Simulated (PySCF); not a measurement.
Gas-phase reaction: 2 H₂CSiH₂ ⇌ Si₂H₆ + C₂H₂ (acetylene)

Method: PySCF energies plus ideal-gas RRHO corrections (1 bar). † marks an energy on the PBE0/def2-TZVP geometry and frequencies; other levels use their own. CCSD(T) freezes the core. 6-31G* has spherical d functions here. All species are closed-shell singlets. H₂CSiH₂: computed as isolated molecules; such fragments, hydroxides, amides, oligomers or adducts are transient or little studied in the gas. CCSD(T) isn't extrapolated to the basis-set limit; its ΔH°(298 K) is -84.6 kJ in def2-SVP and -81.4 kJ in def2-TZVPP. The harmonic model lacks anharmonicity and excited electronic states, which grow with temperature; levels with a mode under 35 cm⁻¹ are left out. Internal rotation in Si₂H₆ is treated as a harmonic vibration of one conformer, which makes the entropy rough.

ΔH° and ΔS° at 298 K: BLYP/def2-TZVP† -70 kJ, -16 J/K; CCSD(T)/def2-SVP† -85 kJ, -16 J/K; CCSD(T)/def2-TZVPP† -81 kJ, -16 J/K; HF/6-31G* -136 kJ, -17 J/K; HF/def2-TZVP† -132 kJ, -16 J/K.

Q: With the heat capacities included, give log10 K (1 bar) at 500, 600, 800, 1000, 1600 K from BLYP/def2-TZVP†, CCSD(T)/def2-SVP†, CCSD(T)/def2-TZVPP†, HF/6-31G*, HF/def2-TZVP†.

A: 
| T (K) | BLYP/def2-TZVP† | CCSD(T)/def2-SVP† | CCSD(T)/def2-TZVPP† | HF/6-31G* | HF/def2-TZVP† |
|---|---|---|---|---|---|
| 500 | 6.5 | 8.1 | 7.7 | 13.3 | 13.0 |
| 600 | 5.3 | 6.6 | 6.4 | 11.0 | 10.8 |
| 800 | 3.9 | 4.9 | 4.7 | 8.1 | 8.0 |
| 1000 | 3.1 | 3.8 | 3.7 | 6.4 | 6.3 |
| 1600 | 1.9 | 2.3 | 2.2 | 3.9 | 3.9 |
